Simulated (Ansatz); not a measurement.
**GaH, triplet in cc-pVQZ: errors against full CI**

Geometry: a point of a stretch scan, not a stationary point.

```yaml
atoms:
  - { symbol: Ga, position_ang: [0.0000, 0.0000, 0.0000] }
  - { symbol: H, position_ang: [0.0000, 0.0000, 3.0020] }
```

Basis cc-pVQZ; Ansatz 0.2.0. Only valence electrons are correlated (noble-gas cores and the filled d shells of p-block atoms frozen), which leaves 4 electrons in 84 orbitals. R marks a restricted (for open shells ROHF) determinant, U an unrestricted one. Active spaces: valence = (4e, 5o) chosen from the atoms' valence shells. No spin–orbit coupling is included, and no scalar relativity.

Full CI is exact within this basis and frozen core; it isn't the basis-set limit. The frozen core follows each run's orbitals, which can shift R against U totals by a few meV for light atoms and by up to 0.1 eV past Ca.

The UHF ⟨S²⟩ is 2.015, the T1 diagnostic (RCCSD) is 0.0238 and the largest doubles amplitude (RCCSD) is 0.069.

| level | E − E(RHF) (eV) |
| --- | --- |
| RMP2 | -1.1090 |
| RCCSD | -1.4394 |
| RCCSD(T) | -1.4730 |

Task: Estimate how far full CI in cc-pVQZ lies from RCCSD(T). The table doesn't fix it; the size of (T) and the diagnostics are the guide.

Result: Full CI in cc-pVQZ lies 0.21 kcal/mol below RCCSD(T), which is 27 % of the (T) step (-0.77 kcal/mol). The diagnostics give no warning, yet the rest is a sizeable part of (T).

The other levels:

| level | E − E(full CI) (kcal/mol) | share of correlation (%) | wall time |
| --- | --- | --- | --- |
| BCCD(T) | 0.22 | 99.37 | 18 s |
| RCCSDT | -0.01 | 100.02 | – |
| RCCSDT(Q) | -0.01 | 100.03 | 79 s |
| CASSCF (valence space) | 19.74 | 42.24 | – |
| NEVPT2 (valence space) | 4.67 | 86.33 | 7.5 s |

The correlation energy at full CI, counted from RHF, is -1.482 eV. That run took 45 s on 1 thread of Arm Neoverse V2, shared host over 3,037,760 determinants.

Run but not shown, since their state or frozen core can't be matched to the reference's or they repeat it: UHF, UMP2, UCCSD, UCCSD(T), UCCSDT, UCCSDT(Q).

Times hold each run's SCF and search for its determinant on a shared host, so for small cases they say little of a method's own cost; they ran on 1 thread of Arm Neoverse V2.

The full-CI state has the irrep B1 of C2v, in the program's axes (one component, if the state is degenerate).

Natural occupations of full CI about the gap: 1.903 0.999 0.982 0.037 0.037 0.010 0.008 0.008 0.006 0.004; effectively unpaired electrons, Σ n²(2−n)², 2.05.
